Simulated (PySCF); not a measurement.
Phosphorus: a sound run and one with changed settings

Sound run: P [Ne] 3s2 3p3, P⁺ [Ne] 3s2 3p2. All numbers are calculated (PySCF 2.14, the spin-free X2C one-electron Hamiltonian (Gaussian nucleus), in x2c-SVPall). In the sound run the correlated levels freeze [Ne]. The sound run starts from symmetry-adapted Hartree-Fock orbitals and uses a fine grid where one is needed.

Changed run: no relativity, point nucleus. This setting is unsound on purpose.

```json
{"species": "P", "method": "UHF", "sound run (hartree)": "-341.40273", "changed run (hartree)": "-340.50544", "converged": "yes"}
{"species": "P", "method": "PBE", "sound run (hartree)": "-341.80167", "changed run (hartree)": "-340.90506", "converged": "yes"}
{"species": "P", "method": "TPSS", "sound run (hartree)": "-341.98177", "changed run (hartree)": "-341.08509", "converged": "yes"}
{"species": "P", "method": "MP2", "sound run (hartree)": "-341.46418", "changed run (hartree)": "-340.56685", "converged": "yes"}
{"species": "P", "method": "CCSD(T)", "sound run (hartree)": "-341.48223", "changed run (hartree)": "-340.58493", "converged": "yes"}
{"species": "P⁺", "method": "UHF", "sound run (hartree)": "-341.03801", "changed run (hartree)": "-340.14035", "converged": "yes"}
{"species": "P⁺", "method": "PBE", "sound run (hartree)": "-341.41847", "changed run (hartree)": "-340.52144", "converged": "yes"}
{"species": "P⁺", "method": "TPSS", "sound run (hartree)": "-341.59617", "changed run (hartree)": "-340.69905", "converged": "yes"}
{"species": "P⁺", "method": "MP2", "sound run (hartree)": "-341.08769", "changed run (hartree)": "-340.19003", "converged": "yes"}
{"species": "P⁺", "method": "CCSD(T)", "sound run (hartree)": "-341.10868", "changed run (hartree)": "-340.21109", "converged": "yes"}
```

Ionisation energy of P:

```tsv
method	sound run (eV)	changed run (eV)
UHF	9.925	9.935
PBE	10.427	10.439
TPSS	10.493	10.505
MP2	10.245	10.254
SCS-MP2	10.116	10.125
CCSD	10.163	10.171
CCSD(T)	10.165	10.173
```

Most of the change in total energy is the relativistic energy itself. On top of that the contraction fixes the core shape for the Hamiltonian it was made with, so the changed run is not a good calculation with the other Hamiltonian either.

For comparison, NIST gives 10.487 eV between the lowest levels.
